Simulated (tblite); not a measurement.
Species: C₄H₁₀N (doublet state).
SMILES with atom numbers: `[CH2:1][CH2:2][C@H:3]([CH3:4])[NH2:5]` (hydrogens: H6, H7 on C1; H8, H9 on C2; H10 on C3; H11, H12, H13 on C4; H14, H15 on N5)

Structure used (GFN2-xTB), in Å, numbered top down from 1:
```xyz
15
C4H10N angstrom
C     -2.099    0.043   -0.155
C     -0.834   -0.620    0.160
C      0.431    0.176   -0.346
C      1.688   -0.650   -0.101
N      0.585    1.468    0.276
H     -2.486    0.016   -1.155
H     -2.573    0.702    0.548
H     -0.721   -0.757    1.239
H     -0.784   -1.597   -0.329
H      0.310    0.349   -1.421
H      2.562   -0.076   -0.398
H      1.660   -1.572   -0.675
H      1.780   -0.898    0.954
H      0.701    1.373    1.279
H     -0.225    2.052    0.102
```

Calculated harmonic vibrations of the isolated species, GFN2-xTB (tblite), most abundant isotopes, no scaling. Against measured fundamentals such values can be off by several per cent, at times by over 20. One conformer, not necessarily the lowest. Open shells enter through the occupations alone, without spin polarisation, and single modes of such species can be off by tens of per cent.

Harmonic wavenumbers (cm⁻¹): 102.1, 175.9, 203.6, 240.0, 299.8, 359.6, 409.3, 463.0, 527.4, 803.0, 823.4, 916.8, 956.7, 984.9, 998.7, 1077.9, 1149.5, 1160.3, 1200.9, 1252.9, 1260.4, 1290.7, 1347.4, 1403.6, 1411.6, 1470.3, 1487.7, 1495.0, 1558.9, 2929.8, 2938.8, 2956.3, 3026.8, 3044.3, 3046.9, 3128.5, 3164.9, 3390.3, 3423.6.

A = 7848, B = 3597, C = 2756 MHz; mass 72.081 u (most abundant isotopes); point group C1, symmetry number 1; spin multiplicity 2.

Task: What is the zero-point energy?

Result: ½Σν̃ = 28941 cm⁻¹ = 346.21 kJ/mol.

Task: Entropy at 500 K, 1 bar (ideal gas, RRHO, classical rotation)?

Result: Translation 172.95, rotation 114.51, vibration 122.29, spin (R ln 2) 5.76: S = 415.5 J/(mol K).

Task: And Cp and H(500 K) − H(0)?

Result: Cp = 172.08 J/(mol K), of which vibrations give 138.83 (their classical limit is 39 R = 324.3); H(500 K) − H(0) = 50.70 kJ/mol without the zero-point energy, 34.07 from vibrations.

Task: What must be added to the electronic energy to get the Gibbs energy at 500 K and 1 bar?

Result: ZPE + [H(500 K) − H(0)] − T·S = 346.21 + 50.70 − 207.76 = 189.15 kJ/mol.

Task: Blend soft modes into free rotors: weight 1/[1 + (100 cm⁻¹/ν̃)⁴] for the oscillator and the rest for a rotor with moment μB/(μ + B), μ = h/(8π²ν), B = 10⁻⁴⁴ kg m². What vibrational entropy results?

Result: 119.79 J/(mol K) in place of 122.29, which changes −T·S at 500 K by +1.25 kJ/mol.

Task: Which modes carry the vibrational entropy at 500 K?

Result: 102.1 cm⁻¹: 18.53; 175.9 cm⁻¹: 14.06; 203.6 cm⁻¹: 12.88; 240.0 cm⁻¹: 11.56; 299.8 cm⁻¹: 9.80; 359.6 cm⁻¹: 8.39 J/(mol K); the other 33 give 47.08 together.

Task: How do the functions run with temperature in this model?

Result: 
```tsv
T (K)	S (J/(mol K))	Cp (J/(mol K))	H − H(0) (kJ/mol)	G − H(0) (kJ/mol)	ln q(vib)
100	252.2	57.8	4.20	-21.02	0.46
200	301.8	87.5	11.53	-48.84	1.77
300	342.6	116.1	21.68	-81.11	3.29
800	510.0	229.8	111.68	-296.31	11.40
1000	564.2	256.1	160.40	-403.84	14.53
```

q(vib) and H(0) count from the zero-point level.

Hindered rotation and anharmonicity are outside this model. Other conformers, if any are populated, would add a mixing term that is left out. The structure is chiral; the term R ln 2 for an equal mix with its mirror image is left out.
